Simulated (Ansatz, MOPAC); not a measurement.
Process, species as SMILES: OB(O)P → [B](O)O + [PH2] (PH2) (the B-P bond breaks)

Wanted: bond dissociation energy (enthalpy at 298 K), in kcal/mol. Terms: 6-31G* and kin with 6d, 5d where marked; spin-orbit terms left out; non-relativistic; no dispersion term unless named; UHF or UKS for open shells; valence correlation only. CBS marks a two-point X^-3 extrapolation of the correlation energy; Hartree-Fock from the larger set. [CCSD(T)-MP2]/basis is that difference in the basis named. First-principles rows: single points at B3LYP-D3(BJ) geometries (Ansatz, a quantum-chemistry and plane-wave program), with unscaled harmonic terms from B3LYP/6-31G* (Ansatz) at its own minima. Semi-empirical rows: MOPAC heats of formation at their own minima for 298 K.

```tsv
species	coefficient	E at B3LYP/6-31G* (Ansatz), Eh	E at PBE0/def2-TZVPD (Ansatz), Eh	H(298 K) - E, kcal/mol	heat of formation at PM6 (MOPAC), kcal/mol
OB(O)P	-1	-519.14946	-518.92608	36.40	-135.32
O[B]O	+1	-176.50658	-176.40511	21.70	-111.56
[PH2] (PH2)	+1	-342.50418	-342.38113	10.84	33.34
```

Coupled cluster (Ansatz) is a level with limits of its own, used here on species with T1 under 0.025 (0.045 for open shells) and stable references: RI-MP2/CBS(aug-cc-pV(T+d)Z,aug-cc-pV(Q+d)Z)+[CCSD(T)-MP2]/aug-cc-pV(T+d)Z. Value to compare with, RI-MP2/CBS(aug-cc-pV(T+d)Z,aug-cc-pV(Q+d)Z)+[CCSD(T)-MP2]/aug-cc-pV(T+d)Z (Ansatz): 88.2 kcal/mol. 1 Eh = 627.5095 kcal/mol.

Q: Compute it at each level from the table, and compare with RI-MP2/CBS(aug-cc-pV(T+d)Z,aug-cc-pV(Q+d)Z)+[CCSD(T)-MP2]/aug-cc-pV(T+d)Z (Ansatz).

A: 
- B3LYP/6-31G*: the sum of coefficient times E is 0.13870 Eh, or 87.04 kcal/mol; the thermal terms add -3.86. Result: 83.2 kcal/mol. Its difference against RI-MP2/CBS(aug-cc-pV(T+d)Z,aug-cc-pV(Q+d)Z)+[CCSD(T)-MP2]/aug-cc-pV(T+d)Z (Ansatz) is -5.0 kcal/mol.
- PBE0/def2-TZVPD: the sum of coefficient times E is 0.13984 Eh, or 87.75 kcal/mol; the thermal terms add -3.86. Result: 83.9 kcal/mol. Its difference against RI-MP2/CBS(aug-cc-pV(T+d)Z,aug-cc-pV(Q+d)Z)+[CCSD(T)-MP2]/aug-cc-pV(T+d)Z (Ansatz) is -4.3 kcal/mol.
- PM6: the sum of coefficient times heat of formation is 57.10 kcal/mol; it needs no thermal term. Its difference against RI-MP2/CBS(aug-cc-pV(T+d)Z,aug-cc-pV(Q+d)Z)+[CCSD(T)-MP2]/aug-cc-pV(T+d)Z (Ansatz) is -31.1 kcal/mol.
